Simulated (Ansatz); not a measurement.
# SiNH (quintet): the correlation ladder, def2-TZVPP

One table from this session's results is given with a row withheld; the runs are named, their logs left out.

Program: Ansatz 0.2.0, Gaussian basis. Level of theory: def2-TZVPP, core rule «outside noble gas», up to 6 orbitals frozen. These are calculated values, not measurements.

To be run: UHF; ROHF; CCSD(T) on UHF.

2 further runs of the same task are left out: 2 set aside as unsound or not needed.

### The geometry

The geometry is a PBE0/def2-TZVP stationary point (not a proven minimum) of the parent state, kept for this charge and spin.

3 atoms, charge 0, spin multiplicity 5.

Atoms are counted from 1 here; the program's logs count them from 0.

Bond lengths: Si1–N2 1.651 Å, Si1–H3 1.520 Å. Angles: N2–Si1–H3 110.7°.

Coordinates:

```
Si    0.0000   -0.0965    0.5162
N     0.0000    0.1035   -1.1229
H     0.0000    1.2496    1.2221
```

The first run:

Input file in.yaml:

```yaml
crystal:
  periodic: [false, false, false]
  atoms:
    - {symbol: Si, position_ang: [0.000000, -0.096456, 0.516159]}
    - {symbol: N, position_ang: [0.000000, 0.103488, -1.122923]}
    - {symbol: H, position_ang: [0.000000, 1.249554, 1.222147]}
basis:
  gaussian: {orbitals: def2-TZVPP}
magnetization: {spin_polarized: true, initial_magnetization: 4}
hamiltonian: {xc: hf}
output: {orbitals: {seedname: orbitals}}
```

The run is started by

```
$ ansatz run in.yaml --threads 1 --pin off --events-out ev --progress --plain --max-ram 4096MiB --backend cpu
```

Steps of the session up to this table: UHF; ROHF; CCSD(T) on UHF.

One of the session's tables, all rows but one given; the rest of the session is left out.

```
  method  from UCCSD(T) (meV)
    ROHF              +6618.9
     UHF              +6412.7
    UMP2                    ?
   UCCSD               +207.9
UCCSD(T)                    0
```

**Question.** Estimate the row for UMP2.

**Answer.** from UCCSD(T) (meV): +1089.6. In the column «from UCCSD(T) (meV)» it lies between UCCSD (+207.9) and UHF (+6412.7).
